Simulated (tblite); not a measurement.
Record of a relaxation.

C3H4NO2 (doublet state).
Atom-mapped SMILES: `[CH3:1][C:2](=[O:3])[O:4][CH:5]=[N:6]` (hydrogens: H7, H8, H9 on C1; H10 on C5)
Bond orders are those of one Lewis drawing.

Computed with GFN2-xTB (tblite), gas phase: L-BFGS steps from a force-field or distance-geometry start until the largest atomic force falls under 0.01 eV/Å. 12 of its 29 geometries are shown.

Step 0: E = -527.5157 eV, largest atomic force 6.049 eV/Å
```
atom  x, y, z in Å  |  force x, y, z in eV/Å
C1     -1.687   -0.265   -0.098   -0.772  -0.440   0.380
C2     -0.300    0.165    0.136    3.677   3.617   3.161
O3     -0.030    1.122    0.942   -0.970  -3.158  -2.717
O4      0.804   -0.428   -0.456   -1.325  -1.127  -0.853
C5      2.092   -0.027   -0.198   -0.577   4.464   3.630
N6      2.292    0.968    0.613   -0.430  -2.850  -2.276
H7     -1.938   -0.175   -1.174    0.000  -0.189   0.768
H8     -2.306    0.405    0.559    0.423  -0.435  -0.932
H9     -1.890   -1.298    0.294    0.424   0.751  -0.694
H10     2.972   -0.462   -0.641   -0.450  -0.634  -0.469
```

Step 3: E = -528.1733 eV, largest atomic force 0.997 eV/Å
```
atom  x, y, z in Å  |  force x, y, z in eV/Å
C1     -1.683   -0.269   -0.088    0.528   0.069   0.091
C2     -0.244    0.189    0.164    0.188   0.172   0.306
O3     -0.033    1.102    0.923    0.284  -0.255  -0.262
O4      0.776   -0.452   -0.473   -0.104  -0.074  -0.007
C5      2.070    0.023   -0.160   -0.265   0.431   0.295
N6      2.293    0.955    0.605   -0.134  -0.095  -0.037
H7     -1.937   -0.181   -1.150    0.078  -0.097   0.343
H8     -2.297    0.395    0.532    0.075  -0.044  -0.387
H9     -1.876   -1.282    0.274    0.333   0.055  -0.294
H10     2.939   -0.475   -0.649   -0.982  -0.163  -0.048
```

Step 5: E = -528.2936 eV, largest atomic force 0.666 eV/Å
```
atom  x, y, z in Å  |  force x, y, z in eV/Å
C1     -1.636   -0.263   -0.078   -0.234  -0.083  -0.046
C2     -0.224    0.186    0.176   -0.108  -0.035  -0.146
O3      0.000    1.100    0.917    0.331   0.294   0.284
O4      0.763   -0.462   -0.476    0.159   0.209   0.241
C5      2.037    0.051   -0.143   -0.231  -0.507  -0.364
N6      2.285    0.964    0.616   -0.148   0.425   0.349
H7     -1.928   -0.191   -1.117    0.240   0.008  -0.305
H8     -2.289    0.390    0.492    0.008   0.140   0.095
H9     -1.840   -1.276    0.244    0.311  -0.271   0.047
H10     2.841   -0.494   -0.655   -0.327  -0.178  -0.154
```

Step 8: E = -528.3469 eV, largest atomic force 0.463 eV/Å
```
atom  x, y, z in Å  |  force x, y, z in eV/Å
C1     -1.632   -0.266   -0.078    0.029   0.063  -0.036
C2     -0.223    0.200    0.185    0.025   0.363   0.286
O3      0.038    1.113    0.929   -0.254  -0.174  -0.110
O4      0.759   -0.454   -0.459   -0.305  -0.050  -0.006
C5      2.013    0.053   -0.138    0.111   0.004   0.055
N6      2.258    0.975    0.626   -0.043  -0.076  -0.087
H7     -1.897   -0.195   -1.130    0.220  -0.009  -0.084
H8     -2.285    0.398    0.483   -0.052  -0.090   0.056
H9     -1.791   -1.297    0.234    0.183   0.060   0.033
H10     2.767   -0.522   -0.676    0.087  -0.091  -0.108
```

Step 10: E = -528.3635 eV, largest atomic force 0.277 eV/Å
```
atom  x, y, z in Å  |  force x, y, z in eV/Å
C1     -1.633   -0.263   -0.081    0.153   0.084   0.028
C2     -0.228    0.217    0.196   -0.075  -0.118  -0.032
O3      0.036    1.121    0.940   -0.182   0.163   0.131
O4      0.741   -0.451   -0.450   -0.026   0.016   0.007
C5      2.013    0.047   -0.137   -0.121  -0.092  -0.074
N6      2.246    0.974    0.624    0.104  -0.096  -0.086
H7     -1.869   -0.196   -1.145    0.136  -0.013   0.130
H8     -2.289    0.396    0.487   -0.090  -0.181  -0.086
H9     -1.761   -1.302    0.236    0.104   0.210  -0.043
H10     2.754   -0.538   -0.691   -0.003   0.027   0.023
```

Step 13: E = -528.3848 eV, largest atomic force 0.181 eV/Å
```
atom  x, y, z in Å  |  force x, y, z in eV/Å
C1     -1.617   -0.251   -0.082   -0.060  -0.040   0.022
C2     -0.238    0.239    0.216    0.001   0.040   0.020
O3      0.014    1.144    0.963    0.086   0.066   0.037
O4      0.715   -0.444   -0.437    0.087   0.052   0.037
C5      1.992    0.031   -0.144   -0.051   0.000  -0.054
N6      2.244    0.959    0.609    0.168  -0.047  -0.028
H7     -1.812   -0.199   -1.149   -0.020   0.032  -0.010
H8     -2.308    0.369    0.478   -0.161  -0.030  -0.077
H9     -1.703   -1.286    0.232   -0.031  -0.097   0.010
H10     2.723   -0.558   -0.709   -0.019   0.025   0.042
```

Step 15: E = -528.3903 eV, largest atomic force 0.200 eV/Å
```
atom  x, y, z in Å  |  force x, y, z in eV/Å
C1     -1.616   -0.250   -0.080   -0.050  -0.042   0.010
C2     -0.241    0.248    0.224    0.001   0.144   0.118
O3      0.011    1.154    0.970    0.081  -0.071  -0.079
O4      0.714   -0.439   -0.431   -0.142   0.014   0.005
C5      1.984    0.027   -0.150    0.143   0.114   0.081
N6      2.259    0.950    0.602    0.112   0.005  -0.001
H7     -1.801   -0.198   -1.149   -0.030   0.013  -0.037
H8     -2.327    0.358    0.469   -0.098  -0.009  -0.049
H9     -1.694   -1.287    0.231   -0.038  -0.105   0.004
H10     2.718   -0.559   -0.709    0.020  -0.062  -0.051
```

Step 18: E = -528.3977 eV, largest atomic force 0.096 eV/Å
```
atom  x, y, z in Å  |  force x, y, z in eV/Å
C1     -1.620   -0.253   -0.076    0.006   0.009  -0.004
C2     -0.247    0.266    0.241   -0.015  -0.025  -0.001
O3      0.019    1.169    0.980   -0.043   0.010   0.002
O4      0.703   -0.426   -0.421    0.020   0.051   0.011
C5      1.984    0.028   -0.153    0.070  -0.009   0.041
N6      2.292    0.942    0.595    0.009   0.050   0.021
H7     -1.785   -0.195   -1.150   -0.005  -0.032   0.023
H8     -2.363    0.340    0.449    0.014  -0.033   0.003
H9     -1.681   -1.297    0.229   -0.033   0.044  -0.028
H10     2.707   -0.570   -0.717   -0.023  -0.065  -0.067
```

Step 20: E = -528.3989 eV, largest atomic force 0.087 eV/Å
```
atom  x, y, z in Å  |  force x, y, z in eV/Å
C1     -1.620   -0.253   -0.076    0.013   0.005  -0.007
C2     -0.249    0.268    0.244    0.019  -0.019  -0.031
O3      0.018    1.172    0.982   -0.054   0.041   0.042
O4      0.702   -0.421   -0.419    0.084   0.020   0.011
C5      1.988    0.029   -0.150   -0.013  -0.026  -0.017
N6      2.297    0.945    0.596    0.018   0.003  -0.001
H7     -1.782   -0.197   -1.149   -0.004  -0.017  -0.010
H8     -2.367    0.336    0.446    0.003  -0.005   0.022
H9     -1.680   -1.296    0.226   -0.026   0.005  -0.007
H10     2.701   -0.577   -0.723   -0.040  -0.007  -0.003
```

Step 23: E = -528.3996 eV, largest atomic force 0.033 eV/Å
```
atom  x, y, z in Å  |  force x, y, z in eV/Å
C1     -1.619   -0.253   -0.076    0.000  -0.011  -0.009
C2     -0.249    0.270    0.245   -0.008   0.018   0.007
O3      0.011    1.176    0.985   -0.012  -0.010  -0.004
O4      0.706   -0.417   -0.416   -0.022  -0.005   0.008
C5      1.991    0.029   -0.149   -0.007   0.023  -0.001
N6      2.304    0.945    0.595    0.028  -0.012  -0.005
H7     -1.781   -0.199   -1.150   -0.003   0.000  -0.013
H8     -2.370    0.332    0.446    0.031   0.011   0.005
H9     -1.683   -1.296    0.225    0.000  -0.015   0.003
H10     2.697   -0.582   -0.726   -0.007   0.002   0.009
```

Step 25: E = -528.3998 eV, largest atomic force 0.029 eV/Å
```
atom  x, y, z in Å  |  force x, y, z in eV/Å
C1     -1.619   -0.254   -0.077   -0.005  -0.007  -0.004
C2     -0.249    0.272    0.245   -0.023  -0.009   0.011
O3      0.008    1.177    0.986    0.001  -0.007  -0.011
O4      0.706   -0.415   -0.414   -0.028   0.008   0.003
C5      1.991    0.030   -0.150    0.004   0.006   0.009
N6      2.309    0.944    0.594    0.013   0.005   0.001
H7     -1.781   -0.200   -1.151   -0.001  -0.001   0.005
H8     -2.369    0.331    0.447    0.024   0.005  -0.006
H9     -1.683   -1.297    0.224    0.010   0.004  -0.005
H10     2.695   -0.583   -0.726    0.005  -0.004  -0.004
```

Step 28: E = -528.3999 eV, largest atomic force 0.006 eV/Å
```
atom  x, y, z in Å  |  force x, y, z in eV/Å
C1     -1.619   -0.254   -0.078   -0.001   0.000   0.002
C2     -0.251    0.272    0.246    0.001  -0.003   0.001
O3      0.007    1.177    0.987   -0.004   0.002   0.001
O4      0.705   -0.414   -0.414    0.004   0.002  -0.002
C5      1.991    0.030   -0.149   -0.001  -0.004   0.002
N6      2.312    0.944    0.594    0.000   0.000  -0.002
H7     -1.781   -0.200   -1.152   -0.002   0.000   0.002
H8     -2.367    0.332    0.447   -0.002   0.005  -0.002
H9     -1.683   -1.298    0.224    0.004  -0.002  -0.002
H10     2.693   -0.583   -0.727    0.000   0.001   0.000
```

Question: Summarise the path.

Answer: The energy falls by 85.31 kJ/mol from step 0 to step 28; nine tenths of that is first reached at step 6. It never rises by more than 0.2 meV. The largest force goes from 6.049 to 0.006 eV/Å. Among the bonds C2=O3 changes most, from 1.280 to 1.197 Å; the atoms move by 0.162 Å rms after alignment.

The cost below is that of the whole relaxation. Time: 0.11 s wall. Hardware: Arm Neoverse V1, one thread, no GPU, shared host with 32 logical CPUs at a one-minute load of 38.
